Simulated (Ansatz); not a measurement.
Ansatz (a program for electronic structure) input:

Ansatz 0.2 input:
```yaml
crystal:
  periodic: [false, false, false]
  atoms:
    - {symbol: O, position_ang: [-0.00243054, 0.00011527, 0.11558805]}
    - {symbol: H, position_ang: [0.00282272, 0.82504889, -0.46332048]}
    - {symbol: H, position_ang: [0.01662162, -0.82597103, -0.46138388]}
basis:
  gaussian:
    orbitals: 6-31G
total_charge: 1
magnetization: {spin_polarized: true, initial_magnetization: 1}
correlation: {method: fci, electrons: outside_noble_gas}
```

Question: Which total energy does the run end on?

Answer: -75.69182 Eh (FCI/6-31G). The basis has 13 functions.
